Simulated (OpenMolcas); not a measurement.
# MgH (SMILES [MgH]): a chain of runs

Aim: a single-point energy (ROHF/STO-3G), then a single-point energy (CASSCF(3,3)/STO-3G), then the energy (CASPT2(3,3)/STO-3G), then the energy (SC-NEVPT2(3,3)/STO-3G), then the energy (MRCI(3,3)/STO-3G) of MgH. 

The calculation is run with OpenMolcas 26.06.

1 further run of the same task is left out (set aside as unsound or not needed).

## (1) The structure to begin with

MgH has 2 atoms, charge 0, and is taken as a doublet. SMILES: `[MgH]`. The Mg1–H2 distance was set to 3.690 Å, away from the relaxed value.

## (2) The energy at ROHF/STO-3G (run 1)

The input, step1.input:

```
&GATEWAY
  BasLib=$CurrDir
  Coord
  2
  angstrom
  Mg      -2.358278       0.774273      -1.224814
  H        0.786090      -0.258090       0.408270
  Basis=STO-3G
  Group=NoSym

&SEWARD

&SCF
  UHF
  Spin=2
  Scramble=0.25
  PrOrbitals=1 1

&RASSCF
  FileOrb=$Project.UnaOrb
  Spin=2
  Nactel=1 0 0
  Inactive=6
  Ras2=1
  OutOrbitals=Canonical
  OrbListing=Nothing
```

The basis set STO-3G is read from a file made from the Basis Set Exchange's data (not shown).

Launch:

```bash
$ export MOLCAS_MEM=1860
$ pymolcas step1.input > step1.log
```

Log:

```text
--- Start Module: gateway ---
[...]
--- Stop Module: gateway /rc=_RC_ALL_IS_WELL_ ---
[...]
      Basis functions           10
[...]
--- Start Module: scf ---
[...]
       Convergence after  12 Iterations
[...]
::    Total SCF energy                               -197.4741119887
[...]
      Total spin, S                                     0.5000142713
[...]
--- Stop Module: scf /rc=_RC_ALL_IS_WELL_ ---
--- Start Module: rasscf ---
[...]
      Number of active orbitals                  1
[...]
      Spin quantum number                      0.5
[...]
      Active orbitals                            1
[...]
      Number of CSFs                             1
[...]
      Number of root(s) required                 1
[...]
      Convergence after  4 iterations
[...]
      printout of CI-coefficients larger than  0.05 for root  1
      energy=    -197.474110
      conf/sym  1     Coeff  Weight
             1  u   1.00000 1.00000
      Natural orbitals and occupation numbers for root  1
      sym 1:   1.000000
      ************************************************************************************************************************
      *                                                    Final results                                                     *
[...]
::    RASSCF root number  1 Total energy:   -197.47411044
[...]
      Total electronic charge=   13.000000
      Total            charge=   -0.000000
[...]
      Dipole Moment (debye):
      Origin of the operator (angstrom)=   -2.2315    0.7326   -1.1590
                   X= -2.1352E-02               Y=  7.0103E-03               Z= -1.1090E-02           Total=  2.5061E-02
      Quadrupole Moment (debye*angstrom):
[...]
--- Stop Module: rasscf /rc=_RC_ALL_IS_WELL_ ---
[...]
```

Wall time 1.9 s (1 thread of Arm Neoverse V2, shared host); peak memory 0.37 GiB.

## (3) A single-point energy at CASSCF(3,3)/STO-3G (run 2)

The input, step2.inp:

```
* HMg CASSCF
&GATEWAY
BASLIB=$CurrDir
COORD
2
angstrom
Mg      -2.358278       0.774273      -1.224814
H        0.786090      -0.258090       0.408270
BASIS=STO-3G
GROUP=NoSym
&SEWARD
&RASSCF
FILEORB=$CurrDir/step1.RasOrb
SPIN=2
NACTEL=3 0 0
INACTIVE=5
RAS2=3
ORBLISTING=Nothing
```

The basis set STO-3G is read from a file made from the Basis Set Exchange's data (not shown).

Launch:

```bash
$ export MOLCAS_MEM=1860
$ pymolcas step2.inp > step2.log
```

Log:

```text
--- Start Module: gateway ---
[...]
--- Stop Module: gateway /rc=_RC_ALL_IS_WELL_ ---
--- Start Module: seward ---
[...]
      Basis functions           10
--- Stop Module: seward /rc=_RC_ALL_IS_WELL_ ---
--- Start Module: rasscf ---
[...]
      Number of active orbitals                  3
[...]
      Spin quantum number                      0.5
[...]
      Active orbitals                            3
[...]
      Number of CSFs                             8
[...]
      Number of root(s) required                 1
[...]
      Convergence after  5 iterations
[...]
      printout of CI-coefficients larger than  0.05 for root  1
      energy=    -197.487561
      conf/sym  111     Coeff  Weight
             1  2u0   0.98957 0.97924
             8  0u2   0.14393 0.02072
      Natural orbitals and occupation numbers for root  1
      sym 1:   1.958527   0.999961   0.041512
      ************************************************************************************************************************
      *                                                    Final results                                                     *
[...]
::    RASSCF root number  1 Total energy:   -197.48756053
[...]
      Total electronic charge=   13.000000
      Total            charge=   -0.000000
[...]
      Dipole Moment (debye):
      Origin of the operator (angstrom)=   -2.2315    0.7326   -1.1590
                   X= -1.7788E-02               Y=  5.8401E-03               Z= -9.2384E-03           Total=  2.0877E-02
      Quadrupole Moment (debye*angstrom):
[...]
--- Stop Module: rasscf /rc=_RC_ALL_IS_WELL_ ---
[...]
```

It took 1.3 s on 1 thread of Arm Neoverse V2, shared host; peak memory 0.37 GiB.

## (4) The energy at CASPT2(3,3)/STO-3G (run 3)

The input, step3.input:

```
* HMg CASPT2

&GATEWAY
  BASLIB=$CurrDir
  COORD
  2
  angstrom
  Mg      -2.358278       0.774273      -1.224814
  H        0.786090      -0.258090       0.408270
  BASIS=STO-3G
  GROUP=NoSym

&SEWARD

&RASSCF
  FILEORB=$CurrDir/step2.RasOrb
  SPIN=2
  NACTEL=3 0 0
  INACTIVE=5
  RAS2=3
  ORBLISTING=Nothing

&CASPT2
  IMAGINARY=0.1
  FROZEN=1
```

The basis set STO-3G is read from a file made from the Basis Set Exchange's data (not shown).

Launch:

```bash
$ export MOLCAS_MEM=1860
$ pymolcas step3.input > step3.log
```

Log:

```text
--- Start Module: gateway ---
[...]
--- Stop Module: gateway /rc=_RC_ALL_IS_WELL_ ---
[...]
      Basis functions           10
[...]
--- Start Module: rasscf ---
[...]
      Number of active orbitals                  3
[...]
      Spin quantum number                      0.5
[...]
      Active orbitals                            3
[...]
      Number of CSFs                             8
[...]
      Number of root(s) required                 1
[...]
      Convergence after  4 iterations
[...]
      printout of CI-coefficients larger than  0.05 for root  1
      energy=    -197.487561
      conf/sym  111     Coeff  Weight
             1  2u0   0.98957 0.97924
             8  0u2   0.14393 0.02072
      Natural orbitals and occupation numbers for root  1
      sym 1:   1.958527   0.999961   0.041512
      ************************************************************************************************************************
      *                                                    Final results                                                     *
[...]
::    RASSCF root number  1 Total energy:   -197.48756053
[...]
      Total electronic charge=   13.000000
      Total            charge=   -0.000000
[...]
      Dipole Moment (debye):
      Origin of the operator (angstrom)=   -2.2315    0.7326   -1.1590
                   X= -1.7788E-02               Y=  5.8401E-03               Z= -9.2384E-03           Total=  2.0877E-02
      Quadrupole Moment (debye*angstrom):
[...]
--- Stop Module: rasscf /rc=_RC_ALL_IS_WELL_ ---
--- Start Module: caspt2 ---
[...]
 ###    WARNING: User changed nr of frozen orbitals.                         ###
 ###############################################################################
[...]
      E2 (Variational):          -0.0285429875
      Total energy:            -197.5161035188
[...]
      Reference weight:           0.98814
[...]
::    CASPT2 Root  1     Total energy:   -197.51610352
[...]
--- Stop Module: caspt2 /rc=_RC_ALL_IS_WELL_ ---
[...]
```

Wall time 1.4 s (1 thread of Arm Neoverse V2, shared host); peak memory 0.37 GiB.

## (5) The energy at SC-NEVPT2(3,3)/STO-3G (run 4)

The input, step4.input:

```
&GATEWAY
 BasLib = $CurrDir
 Coord
 2
 angstrom
 Mg      -2.358278       0.774273      -1.224814
 H        0.786090      -0.258090       0.408270
 Basis = STO-3G
 Group = NoSym

&SEWARD

&RASSCF
 FileOrb = $CurrDir/step2.RasOrb
 Spin = 2
 Nactel = 3 0 0
 Inactive = 5
 Ras2 = 3
 OrbListing = Nothing

&CASPT2
 SC-NEVPT2
 Frozen = 1
```

The basis set STO-3G is read from a file made from the Basis Set Exchange's data (not shown).

Launch:

```bash
$ export MOLCAS_MEM=1860
$ pymolcas step4.input > step4.log
```

Log:

```text
--- Start Module: gateway ---
[...]
--- Stop Module: gateway /rc=_RC_ALL_IS_WELL_ ---
[...]
      Basis functions           10
[...]
--- Start Module: rasscf ---
[...]
      Number of active orbitals                  3
[...]
      Spin quantum number                      0.5
[...]
      Active orbitals                            3
[...]
      Number of CSFs                             8
[...]
      Number of root(s) required                 1
[...]
      Convergence after  4 iterations
[...]
      printout of CI-coefficients larger than  0.05 for root  1
      energy=    -197.487561
      conf/sym  111     Coeff  Weight
             1  2u0   0.98957 0.97924
             8  0u2   0.14393 0.02072
      Natural orbitals and occupation numbers for root  1
      sym 1:   1.958527   0.999961   0.041512
      ************************************************************************************************************************
      *                                                    Final results                                                     *
[...]
::    RASSCF root number  1 Total energy:   -197.48756053
[...]
      Total electronic charge=   13.000000
      Total            charge=   -0.000000
[...]
      Dipole Moment (debye):
      Origin of the operator (angstrom)=   -2.2315    0.7326   -1.1590
                   X= -1.7788E-02               Y=  5.8401E-03               Z= -9.2384E-03           Total=  2.0877E-02
      Quadrupole Moment (debye*angstrom):
[...]
--- Stop Module: rasscf /rc=_RC_ALL_IS_WELL_ ---
--- Start Module: caspt2 ---
[...]
 ###    WARNING: User changed nr of frozen orbitals.                         ###
 ###############################################################################
[...]
      E2 (Variational):          -0.0259193384
[...]
      E2 (Variational):          -0.0259190214
      Total energy:            -197.5134795527
[...]
      Reference weight:           0.99133
[...]
::    SC-NEVPT2 Root  1     Total energy:   -197.51347955
[...]
--- Stop Module: caspt2 /rc=_RC_ALL_IS_WELL_ ---
[...]
```

Wall time 1.4 s (1 thread of Arm Neoverse V2, shared host); peak memory 0.37 GiB.

## (6) A single-point energy at MRCI(3,3)/STO-3G (run 5)

The input, step5.inp:

```
>>> EXPORT MOLCAS_PRINT=2

&GATEWAY
  BASLIB = $CurrDir
  COORD
  2
  angstrom
  Mg      -2.358278       0.774273      -1.224814
  H        0.786090      -0.258090       0.408270
  BASIS = STO-3G
  GROUP = NoSym

&SEWARD

&RASSCF
  FILEORB = $CurrDir/step2.RasOrb
  SPIN = 2
  NACTEL = 3 0 0
  INACTIVE = 5
  RAS2 = 3
  ORBLISTING = Nothing

&MOTRA
  LUMORB
  FROZEN = 1

&GUGA
  ELECTRONS = 11
  SPIN = 2
  INACTIVE = 4
  ACTIVE = 3
  CIALL = 1

&MRCI
  SDCI
```

The basis set STO-3G is read from a file made from the Basis Set Exchange's data (not shown).

Launch:

```bash
$ export MOLCAS_MEM=1860
$ pymolcas step5.inp > step5.log
```

Log:

```text
--- Start Module: gateway ---
[...]
--- Stop Module: gateway /rc=_RC_ALL_IS_WELL_ ---
[...]
      Basis functions           10
[...]
      Number of active orbitals                  3
[...]
      Spin quantum number                      0.5
[...]
      Active orbitals                            3
[...]
      Number of CSFs                             8
[...]
      Number of root(s) required                 1
[...]
      Convergence after  4 iterations
[...]
      printout of CI-coefficients larger than  0.05 for root  1
      energy=    -197.487561
      conf/sym  111     Coeff  Weight
             1  2u0   0.98957 0.97924
             8  0u2   0.14393 0.02072
      Natural orbitals and occupation numbers for root  1
      sym 1:   1.958527   0.999961   0.041512
      ************************************************************************************************************************
      *                                                    Final results                                                     *
[...]
::    RASSCF root number  1 Total energy:   -197.48756053
[...]
      Dipole Moment (debye):
      Origin of the operator (angstrom)=   -2.2315    0.7326   -1.1590
                   X= -1.7788E-02               Y=  5.8401E-03               Z= -9.2384E-03           Total=  2.0877E-02
      Quadrupole Moment (debye*angstrom):
[...]
      *** WARNING: Default frozen orbitals is overwritten by user input.
      *** Default values:   2
[...]
--- Start Module: guga ---
[...]
--- Stop Module: guga /rc=_RC_ALL_IS_WELL_ ---
--- Start Module: mrci ---
[...]
       (But an ACPF correction will be computed)
       USE THE DEFAULT ACPF G-VALUE GFAC=  0.18181818181818182
[...]
                      CI ENERGY:  -197.52682467
[...]
                ACPF CORRECTION:    -0.00113765
[...]
      Total electronic charge=   13.000000
      Total            charge=   -0.000000
[...]
     ACPF CORRECTION:     -0.00113765
[...]
  CI State   1     Total energy:   -197.52682467     QDav:     -0.00139947     QACPF:     -0.00113765
[...]
--- Stop Module: mrci /rc=_RC_ALL_IS_WELL_ ---
[...]
```

Run time: 1.5 s. Hardware: 1 thread of Arm Neoverse V2, shared host; peak memory 0.37 GiB.

## (7) Summary of results

| quantity | value |
| --- | --- |
| run 1, ROHF/STO-3G: total energy | -197.47411 Eh |
| run 1, ROHF/STO-3G: dipole moment | 0.03 D |
| run 2, CASSCF(3,3)/STO-3G: total energy | -197.48756 Eh |
| run 2, CASSCF(3,3)/STO-3G: dipole moment (CASSCF density) | 0.02 D |
| run 3, CASPT2(3,3)/STO-3G: total energy | -197.51610 Eh |
| run 3, CASPT2(3,3)/STO-3G: dipole moment (CASSCF density) | 0.02 D |
| run 4, SC-NEVPT2(3,3)/STO-3G: total energy | -197.51348 Eh |
| run 4, SC-NEVPT2(3,3)/STO-3G: dipole moment (CASSCF density) | 0.02 D |
| run 5, MRCI(3,3)/STO-3G: total energy | -197.52682 Eh |
| run 5, MRCI(3,3)/STO-3G: dipole moment (CASSCF density) | 0.02 D |
